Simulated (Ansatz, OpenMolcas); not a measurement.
## How methods differ on CH3Al (SMILES C[Al])

CH3Al has 5 atoms, charge 0, and is taken as a singlet. As SMILES, `C[Al]`. The coordinates come from a PBE0-D4/def2-TZVP relaxation.

```tsv
atom	x (Å)	y (Å)	z (Å)
C	-0.1312	-0.0575	0.0540
Al	1.5727	0.6892	-0.6472
H	-0.2307	-1.1275	-0.1718
H	-0.2051	0.0499	1.1443
H	-1.0056	0.4458	-0.3793
```

Quantity: the vertical energy of the triplet above the singlet, in eV. The values are calculated.

| level | kind | program | value (eV) | CPU time (all runs) |
| --- | --- | --- | --- | --- |
| HF/cc-pVTZ | Hartree–Fock | Ansatz | 1.33 | 6.6 s |
| SVWN5/cc-pVTZ | LDA | OpenMolcas | 2.05 | 2.4 min |
| revPBE/cc-pVTZ | GGA | Ansatz | 1.84 | 36 s |
| r2SCAN/cc-pVTZ | meta-GGA | Ansatz | 1.72 | 70 s |
| r2SCAN0/cc-pVTZ | hybrid meta-GGA | Ansatz | 1.73 | 2 min |
| CAM-B3LYP/cc-pVTZ | range-separated hybrid | Ansatz | 2.09 | 46 s |
| wB97M-V/cc-pVTZ | range-separated hybrid | Ansatz | 2.32 | 5.2 min |
| wB97X/cc-pVTZ | range-separated hybrid | Ansatz | 2.16 | 88 s |

The values span 1.33 to 2.32 eV. Times are those of the runs behind each value, whatever else they computed, on shared processors of several kinds: orders of magnitude only.
